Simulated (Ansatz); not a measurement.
Born–Oppenheimer molecular dynamics of ClH5Si (7 atoms, charge 0, multiplicity 1). It starts at the highest image of a converged band. Of that band: A vibrational analysis at the climbing image gives 2 clearly imaginary modes (958i, 137i cm⁻¹): a point of higher order, so a lower path passes nearby.

These are results of Ansatz 0.2.0, RKS PBE-D4/def2-SVP, not measurements.

- ensemble: NVE (velocity Verlet)
- time step: 0.5 fs
- steps asked: 200
- starting velocities drawn for: 100 K
- seed: 9607

First frame:

```xyz
7
Properties=species:S:1:pos:R:3
Si -0.197 0.000 -0.067
Cl -0.054 0.000 2.520
H 1.298 0.000 0.091
H -0.560 1.258 -0.804
H -0.560 -1.258 -0.804
H -1.748 0.000 0.630
H -1.284 0.000 1.516
```

Question: How far do the bonds stretch over the last three quarters of this one trajectory? (Pairs bonded in most of those frames.)

Answer: 
| bond | mean (Å) | spread (Å) | shortest | longest |
| --- | --- | --- | --- | --- |
| Si1–H3 | 1.499 | 0.026 | 1.45 | 1.54 |
| Si1–H4 | 1.507 | 0.022 | 1.47 | 1.54 |
| Si1–H5 | 1.507 | 0.013 | 1.49 | 1.53 |
| Si1–H6 | 1.502 | 0.007 | 1.49 | 1.51 |
| Cl2–H7 | 1.303 | 0.005 | 1.29 | 1.31 |

Mean temperature of the second half: 2149 K. The conserved energy stayed within 0.044 meV per atom of its start (net change 0.005 meV per atom), so the integration is sound. The kinetic energy rose, since the run started high on the potential surface and went downhill. It ends in pieces (ClH + H4Si), so much of that is their flight and rotation, not heat. A run of 0.1 ps of so small a system gives no equilibrium averages. The orbitals stay closed-shell, which can raise the energy where a bond breaks towards radicals; this wasn't checked here.

Time of the run: 3.7 min on 1 thread of Arm Neoverse V1 (shared host), peak memory 0.098 GiB.
